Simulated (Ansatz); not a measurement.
CH₂ClF, SMILES FCCl, vertical and adiabatic energies of changing the electron count

Computed with the Ansatz DFT code, driven from Python.

Interactive session:
```pycon
>>> import itertools
>>> import ansatz as az
>>> from ase.data import atomic_numbers, covalent_radii
>>> import numpy as np
>>> from rdkit import Chem
>>> from rdkit.Chem import AllChem
>>> # a force-field geometry from the SMILES
>>> rd = Chem.AddHs(Chem.MolFromSmiles('FCCl'))
>>> AllChem.EmbedMolecule(rd, randomSeed=81)
0
>>> AllChem.UFFOptimizeMolecule(rd)
0
>>> ch2clf = az.Crystal.molecule()
>>> for atom, xyz in zip(rd.GetAtoms(), rd.GetConformer().GetPositions()):
...     ch2clf = ch2clf.atom(atom.GetSymbol(), xyz.round(5).tolist())
...
>>> base = (
...     ch2clf.calculation()
...     .basis(gaussian='cc-pVDZ')  # the orbital basis, by name
...     .functional('b3lyp')
...     .scf(lower_state_search='light')
... )
>>> symbols = [site.symbol for site in ch2clf.cartesian_sites]
>>> start = np.array([site.position_ang for site in ch2clf.cartesian_sites], dtype=float)
>>> r = base.relax(force_tolerance=0.01).run(threads=1).report
>>> end = np.array(r['positions_ang'])
>>> minimum = az.Crystal.molecule()
>>> for symbol, place in zip(symbols, end):
...     minimum = minimum.atom(symbol, place.tolist())
...
>>> ion = (
...     minimum.calculation()
...     .basis(gaussian='cc-pVDZ')  # the orbital basis, by name
...     .functional('b3lyp')
...     .scf(lower_state_search='light')
...     .charge(1)
...     .spin('collinear', total=1)
... )
>>> vertical = ion.run(threads=1).report
>>> settled = ion.relax(force_tolerance=0.01, max_steps=80).run(threads=1).report
>>> print(f'vertical ionisation energy   {vertical["free_energy_ev"] - r["free_energy_ev"]:.3f} eV')
vertical ionisation energy   11.487 eV
>>> print(f'adiabatic, no zero point     {settled["free_energy_ev"] - r["free_energy_ev"]:.3f} eV')
adiabatic, no zero point     11.374 eV
>>> print(f'relaxation energy of the ion {vertical["free_energy_ev"] - settled["free_energy_ev"]:.3f} eV')
relaxation energy of the ion 0.114 eV
>>> ionised = np.array(settled['positions_ang'])
>>> # pairs closer than 1.2 times the sum of covalent radii, before or after
>>> radius = [covalent_radii[atomic_numbers[s]] for s in symbols]
>>> span = lambda where, i, j: np.linalg.norm(where[i] - where[j])
>>> bonded = [(i, j) for i, j in itertools.combinations(range(len(symbols)), 2) if min(span(end, i, j), span(ionised, i, j)) < 1.2 * (radius[i] + radius[j])]
>>> print('pair        before    after (A)')
pair        before    after (A)
>>> for i, j in bonded:
...     print(f'{symbols[i]}{i}-{symbols[j]}{j}'.ljust(10), f'{span(end, i, j):8.4f} {span(ionised, i, j):8.4f}')
...
F0-C1        1.3610   1.3075
C1-Cl2       1.8030   1.7596
C1-H3        1.0986   1.1299
C1-H4        1.0986   1.1299
```

Notes:
- The settings weren't tested for convergence.
- The energies are electronic: no zero-point or thermal terms, and the basis set is short of its limit. The product may relax into another structure. The relaxation finds the nearest minimum, so the adiabatic value is an upper bound.
- b3lyp holds the VWN-RPA fit, as in Gaussian; the form of ORCA and Turbomole is b3lyp5.
- It ran for 32 s on 1 thread of Arm Neoverse V2, on a shared host, peak memory 0.26 GiB.
